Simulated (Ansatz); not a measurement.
```yaml
crystal:
  periodic: [false, false, false]
  atoms:
    - {symbol: N, position_ang: [-1.137265, -0.068369, -0.002661]}
    - {symbol: P, position_ang: [0.568344, 0.004929, 0.001243]}
    - {symbol: H, position_ang: [-1.661236, 0.798612, -0.001216]}
basis:
  gaussian: {orbitals: def2-TZVP}
magnetization: {spin_polarized: true, initial_magnetization: 3}
hamiltonian: {xc: pbe0}
relax: {f_tol: 0.004, max_steps: 80}
```

```sh
$ ansatz run in.yaml --threads 1 --pin off --events-out ev --progress --plain --max-ram 2176MiB
```

Steps of the relaxation (energy above the last step; positions in Å, forces in eV/Å):

```
3
step 1, 84.6 meV
N    -1.137   -0.068   -0.003   -1.705   -0.544   -0.005
P     0.568    0.005    0.001    1.819    0.143    0.004
H    -1.661    0.799   -0.001   -0.114    0.401    0.001
```

```
3
step 2, 38.2 meV
N    -1.150   -0.074   -0.003   -1.082   -0.329   -0.003
P     0.586    0.005    0.001    1.015    0.137    0.003
H    -1.666    0.805   -0.001    0.066    0.192    0.001
```

```
3
step 3, 4.5 meV
N    -1.177   -0.094   -0.003   -0.218   -0.058   -0.001
P     0.604    0.014    0.001    0.061    0.078    0.000
H    -1.657    0.815   -0.001    0.156   -0.020    0.000
```

```
3
step 5, 0.0 meV
N    -1.194   -0.110   -0.003    0.007   -0.013    0.000
P     0.596    0.027    0.001   -0.003    0.001    0.000
H    -1.632    0.818   -0.001   -0.004    0.013    0.000
```

```
3
step 6, 0.0 meV
N    -1.194   -0.110   -0.003    0.000    0.000    0.000
P     0.596    0.027    0.001    0.000    0.000    0.000
H    -1.632    0.818   -0.001    0.000    0.000    0.000
```

Close pairs at the end: N1–H3 1.026 Å, N1–P2 1.795 Å.

A stationary point of unrestricted PBE0 after 6 steps, with ⟨S²⟩ = 3.764 against 3.75 for a pure state; no frequencies were run, so it isn't proven a minimum. 25 s on 1 thread of Arm Neoverse N1, shared host.
